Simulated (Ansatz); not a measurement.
Geometry optimisation, Ansatz 0.2.0, RKS B3LYP-D4/def2-TZVP.

input.yaml

```yaml
crystal:
  periodic: [false, false, false]
  atoms:
    - { symbol: Li, position_ang: [-2.20291, 0.38692, -0.65699] }
    - { symbol: "N", position_ang: [-0.61336, 0.10854, -0.18334] }
    - { symbol: C, position_ang: [0.55546, -0.09781, 0.16568] }
    - { symbol: H, position_ang: [0.96363, -1.10896, 0.3609] }
    - { symbol: H, position_ang: [-0.03089, 0.95098, -0.36399] }
basis:
  gaussian: { orbitals: def2-TZVP }
hamiltonian:
  xc: b3lyp
  dispersion: d4
relax:
  f_tol: 0.02
  max_steps: 50
```

Launched with:

```bash
$ ansatz run input.yaml --threads 2 --pin off --max-ram 3072MiB --backend cpu --events-out ev --progress --plain --runs-dir out
```

Question: Where does it end, and by what steps?

Answer: The run converged. After 15 steps the energy has fallen by 2.445 eV; Li1 moved furthest, 1.19 Å. Parted: C3–H5. Joined: Li1–C3, Li1–H4.

| step | energy less start (eV) | largest force component (eV/Å) | accepted |
| --- | --- | --- | --- |
| 0 | 0.0000 | 6.475 | yes |
| 1 | -0.5769 | 3.009 | yes |
| 2 | -1.2275 | 3.270 | yes |
| 3 | -1.3419 | 2.776 | yes |
| 4 | -1.7070 | 1.743 | yes |
| 5 | -1.8450 | 0.858 | yes |
| 6 | -1.9596 | 1.194 | yes |
| 7 | -2.0823 | 0.935 | yes |
| 8 | -2.2390 | 1.033 | yes |
| 9 | -2.3872 | 0.720 | yes |
| 10 | -2.4166 | 0.694 | yes |
| 11 | -2.4320 | 0.231 | yes |
| 12 | -2.4436 | 0.124 | yes |
| 13 | -2.4420 | 0.230 | no |
| 14 | -2.4446 | 0.026 | yes |
| 15 | -2.4447 | 0.011 | yes |

```xyz
5
Properties=species:S:1:pos:R:3
Li -1.580 -0.561 -0.282
N -0.326 0.672 -0.304
C 0.527 -0.217 0.109
H -0.050 -1.239 0.232
H 0.101 1.584 -0.433
```

Whether the end is a true minimum wasn't checked by a vibrational analysis.

The run took 15 s on 2 threads of Arm Neoverse V2 (shared host), peak memory 0.13 GiB.
